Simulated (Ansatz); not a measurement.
Write a Python script for Ansatz 0.2.0, Python API that makes a relaxed scan of one distance of H₃Si, SMILES [SiH3]. Use (for the species named): Hartree-Fock, def2-SVP basis, multiplicity 2.

The script reads `h3si.xyz`:
```text
4

Si    0.20656   -0.01890   -0.11509
H     0.58711    0.66178    1.10564
H    -0.19496   -1.40159    0.04339
H    -0.59871    0.75871   -1.03394
```

`h3si_relaxed_scan.py`:
```python
# -*- coding: utf-8 -*-
"""Relaxed scan of one distance in H3Si."""

import logging
import sys

import ansatz
import numpy as np

logging.basicConfig(stream=sys.stdout, format="%(levelname)s:%(name)s:%(message)s")
log = logging.getLogger("ansatz_job")
log.setLevel(logging.INFO)

BASIS = "def2-SVP"
FUNCTIONAL = "hf"

system = ansatz.Crystal.molecule_from_extxyz("h3si.xyz")

model = (
    system.calculation()
    .basis(gaussian=BASIS)
    .functional(FUNCTIONAL)
    .spin("collinear", total=1)
)
symbols = [site.symbol for site in system.cartesian_sites]
pairs = [(0, 1), (0, 2), (0, 3)]
print("held (A)   E (eV)        ", "  ".join(f"{symbols[i]}{i}-{symbols[j]}{j}" for i, j in pairs))
for length in [1.33, 1.45, 1.56, 1.74, 1.96]:
    r = model.relax(constraints=[ansatz.DistanceConstraint((0, 1), at=length)], force_tolerance=0.02, max_steps=60).run(threads=1, pin="off").report
    xyz = np.array(r["positions_ang"])
    print(f"{length:6.2f} {r['free_energy_ev']:14.5f}  ", "  ".join(f"{np.linalg.norm(xyz[i] - xyz[j]):.3f}" for i, j in pairs))
```

```console
$ python h3si_relaxed_scan.py
held (A)   E (eV)         Si0-H1  Si0-H2  Si0-H3
DeckWarning: relax.constraints: the input's atoms, or those drawn, lie off the distances that are held; a relaxation that starts there is brought onto them ahead of its first SCF, by positions alone, [...]
  1.33    -7905.55641   1.330  1.482  1.482
  1.45    -7905.82412   1.450  1.481  1.481
  1.56    -7905.78003   1.560  1.481  1.481
  1.74    -7905.37710   1.740  1.480  1.480
  1.96    -7904.63606   1.960  1.479  1.479
```
(Warnings from the package without file and line, shortened, repeats left out.)

What to keep in mind:
- Total energies depend on the basis set; only differences at equal settings carry meaning.
- The energies are electronic: no zero-point or thermal terms, and the basis set is short of its limit.
- The species is open-shell (spin multiplicity 2).
- It ran for 5.5 s on 1 thread of Arm Neoverse V1, with other jobs on the host, peak memory 0.15 GiB.
